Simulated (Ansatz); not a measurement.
I need a search for lower mean-field states of CH₄OS, SMILES OCS. Use the Ansatz DFT code, driven from Python. Use (for the species named): Hartree-Fock, def2-SVP basis, multiplicity 1.

| atom | x (Å) | y (Å) | z (Å) |
| --- | --- | --- | --- |
| O | -0.7616 | -0.8237 | -0.3544 |
| C | -0.0428 | 0.3781 | -0.1149 |
| S | 1.6323 | -0.0602 | 0.2366 |
| H | -1.6160 | -0.4625 | -0.6457 |
| H | -0.0656 | 1.0260 | -1.0089 |
| H | -0.4693 | 0.9252 | 0.7399 |
| H | 1.3842 | -1.0509 | 1.1017 |

Script `ch4os_states.py`:
```python
"""Does a wider search find a lower mean-field state of CH4OS?"""

import warnings

import ansatz as az
import numpy as np

config = {
    "basis": "def2-SVP",
    "functional": "HF",
}

warnings.simplefilter("ignore", az.DeckWarning)

geometry = (
    az.Crystal.molecule()
    .atom("O", (-0.7616, -0.8237, -0.3544))
    .atom("C", (-0.0428, 0.3781, -0.1149))
    .atom("S", (1.6323, -0.0602, 0.2366))
    .atom("H", (-1.616, -0.4625, -0.6457))
    .atom("H", (-0.0656, 1.026, -1.0089))
    .atom("H", (-0.4693, 0.9252, 0.7399))
    .atom("H", (1.3842, -1.0509, 1.1017))
)
symbols = [site.symbol for site in geometry.cartesian_sites]

start = np.array([site.position_ang for site in geometry.cartesian_sites])
for factor in [1.0, 1.3]:
    xyz = (start - start.mean(axis=0)) * factor
    scaled = az.Crystal.molecule()
    for symbol, place in zip(symbols, xyz):
        scaled = scaled.atom(symbol, place.tolist())
    base = (
        scaled.calculation()
        .basis(gaussian=config["basis"])
        .functional(config["functional"])
        .spin("collinear")
    )
    for search in ("off", "standard"):
        try:
            data = base.scf(lower_state_search=search).run(threads=1, pin="off").report
        except az.AnsatzError as error:
            print(f"x{factor} search {search}: {type(error).__name__}")
            continue
        state = data["mean_field"]["state"]
        print(f"all distances x{factor}, search {search:8s} E = {data['free_energy_ev']:.5f} eV  <S^2> = {abs(state['spin_squared']):.3f}  other states met: {len(data['mean_field']['others'])}")
```

```console
$ python ch4os_states.py
all distances x1.0, search off      E = -13941.73591 eV  <S^2> = 0.000  other states met: 0
all distances x1.0, search standard E = -13941.73591 eV  <S^2> = 0.000  other states met: 0
all distances x1.3, search off      E = -13932.69062 eV  <S^2> = 0.000  other states met: 0
all distances x1.3, search standard E = -13932.90564 eV  <S^2> = 0.657  other states met: 5
```

What to keep in mind:
- These settings explore the input space; basis and method may be short of convergence.
- The count of other states can hold repeated and symmetry-equivalent ends of the search; scaling all distances is a test, and for more than two atoms no physical path.
- The structure is a rough, unrelaxed start.
- The expectation value of S² is noticeably off S(S+1) in at least one run, so that state is spin-contaminated.
- Hardware and time: 4.3 s on 1 thread of Arm Neoverse V2, on a shared host, peak memory 0.21 GiB.
